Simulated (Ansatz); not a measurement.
# C₂H₇ (doublet): wave-function methods side by side at distance C1–H5 along a hydrogen transfer = 1.228 Å, cc-pVDZ

Aim: climb from Hartree-Fock through coupled cluster and multireference methods for C₂H₇ (doublet) at one geometry and basis, and see what each rung misses.

The runs use Ansatz 0.2.0, Gaussian basis; cc-pVDZ, core rule «outside noble gas», up to 2 orbitals frozen.

The runs, in order: UHF; CCSD(T) on ROHF; CCSD(T) on UHF; BCCD(T) on ROHF; CISD; CCSDT(Q) on ROHF; CCSDT(Q) on UHF; CASSCF and MRCISD+Q, 3 electrons in 3 orbitals; CASSCF and NEVPT2, 3 electrons in 3 orbitals; CASSCF and MRCISD+Q, 9 electrons in 9 orbitals; CASSCF and NEVPT2, 9 electrons in 9 orbitals.

## (1) What is computed

The geometry derives from fragments relaxed apart (PBE0/def2-TZVP) and kept rigid, so it is no stationary point. A hydrogen atom is moved between rigid fragments.

9 atoms, charge 0, spin multiplicity 2.

Atoms are counted from 1 here; the program's logs count them from 0.

Bond lengths: C1–H2 1.090 Å, C1–H3 1.090 Å, C1–H4 1.090 Å, C1–H5 1.228 Å, H5–C6 1.275 Å, C6–H7 1.080 Å, C6–H8 1.080 Å, C6–H9 1.080 Å. Angles: H2–C1–H3 109.5°, H2–C1–H4 109.5°, H2–C1–H5 109.5°, H3–C1–H4 109.5°, H3–C1–H5 109.5°, H4–C1–H5 109.5°, C1–H5–C6 180.0°, H5–C6–H7 90.0°, H5–C6–H8 90.0°, H5–C6–H9 90.0°, H7–C6–H8 120.0°, H7–C6–H9 120.0°, H8–C6–H9 120.0°.

## (2) UHF

Input file in.yaml:

```yaml
crystal:
  periodic: [false, false, false]
  atoms:
    - {symbol: C, position_ang: [-1.215398, 0.000000, 0.000000]}
    - {symbol: H, position_ang: [-1.578603, 1.027301, 0.000000]}
    - {symbol: H, position_ang: [-1.578603, -0.513650, 0.889668]}
    - {symbol: H, position_ang: [-1.578603, -0.513650, -0.889669]}
    - {symbol: H, position_ang: [0.012602, 0.000000, 0.000000]}
    - {symbol: C, position_ang: [1.287602, 0.000000, 0.000000]}
    - {symbol: H, position_ang: [1.287602, -1.080023, 0.000000]}
    - {symbol: H, position_ang: [1.287602, 0.540011, 0.935327]}
    - {symbol: H, position_ang: [1.287603, 0.540011, -0.935327]}
basis:
  gaussian: {orbitals: cc-pVDZ}
magnetization: {spin_polarized: true, initial_magnetization: 1}
hamiltonian: {xc: hf}
output: {orbitals: {seedname: orbitals}}
```

Command:

```
$ ansatz run in.yaml --threads 1 --pin off --events-out ev --progress --plain --max-ram 2816MiB --backend cpu
```

Further steps of the session: CCSD(T) on ROHF; CCSD(T) on UHF; BCCD(T) on ROHF; CISD; CCSDT(Q) on ROHF; CCSDT(Q) on UHF; CASSCF and MRCISD+Q, 3 electrons in 3 orbitals; CASSCF and NEVPT2, 3 electrons in 3 orbitals; CASSCF and MRCISD+Q, 9 electrons in 9 orbitals; CASSCF and NEVPT2, 9 electrons in 9 orbitals.

Q: Predict the results of all the runs planned. Wanted: UCCSDT(Q) below the RHF energy; RMP2 from UCCSDT(Q); UMP2 from UCCSDT(Q); RCCSD from UCCSDT(Q); RCCSD(T) from UCCSDT(Q); UCCSD(T) from UCCSDT(Q); RCCSDT(Q) from UCCSDT(Q); NEVPT2 pair from UCCSDT(Q); MRCISD+Q pair from UCCSDT(Q).

As calculated:

| quantity | value |
| --- | --- |
| UCCSDT(Q) below the RHF energy | -10.1426 eV |
| RMP2 from UCCSDT(Q) | +1397.6 meV |
| UMP2 from UCCSDT(Q) | +1470.1 meV |
| RCCSD from UCCSDT(Q) | +280.1 meV |
| RCCSD(T) from UCCSDT(Q) | +34.7 meV |
| UCCSD(T) from UCCSDT(Q) | +36.4 meV |
| RCCSDT(Q) from UCCSDT(Q) | +0.5 meV |
| NEVPT2 pair from UCCSDT(Q) | +1428.4 meV |
| MRCISD+Q pair from UCCSDT(Q) | +149.2 meV |
| NEVPT2 frontier from UCCSDT(Q) | +1419.1 meV |
| levels within 1 kcal/mol (43 meV) | RCCSD(T), UCCSD(T), BCCD(T), RCCSDT, UCCSDT, RCCSDT(Q) |
| T1 diagnostic | 0.017 |

RCCSD(T) misses by +34.7 meV, 0.3 % of the correlation energy. Of the multireference levels listed MRCISD+Q frontier comes nearest in total energy (+78.2 meV), which doesn't show that its space is the better one. These misses are within one basis, not against nature; the frozen cores of restricted and unrestricted runs differ, which can shift their rows.
